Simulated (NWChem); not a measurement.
Species: methane (CH4); SMILES C

Results from NWChem. All runs use the structure optimised with PBE0/def2-SVP. Isotropic polarisability at PBE0/aug-cc-pVDZ. A Cauchy series cut after its second term is a line in ω².

| row | ω² (10⁻³ Ha²) | α (bohr³) |
|---|---|---|
| static | 0.00 | 17.03 |
| 1065 nm | 1.83 | 17.14 |
| 589 nm | 5.98 | 17.40 |
| 400 nm | 12.97 | withheld |

Task: Fit a straight line of the last column on the one before it, predict the withheld value, and compare with the run.

Result: 
1. Means of the 3 shown rows: x = 2.603, y = 17.190. Slope Σ(x − x̄)(y − ȳ)/Σ(x − x̄)² = 1.164/18.78 = 0.06201; intercept 17.029.
2. The shown rows scatter about the line by 0.002 (root mean square); the largest residual is 0.00, at 1065 nm.
3. At x = 12.97 (400 nm; beyond the shown range) the line gives 17.83.
4. The run gives 17.86, +0.03 from the line. The intercept estimates α(0), and the slope, 62.0 bohr³/Ha², the next Cauchy moment.
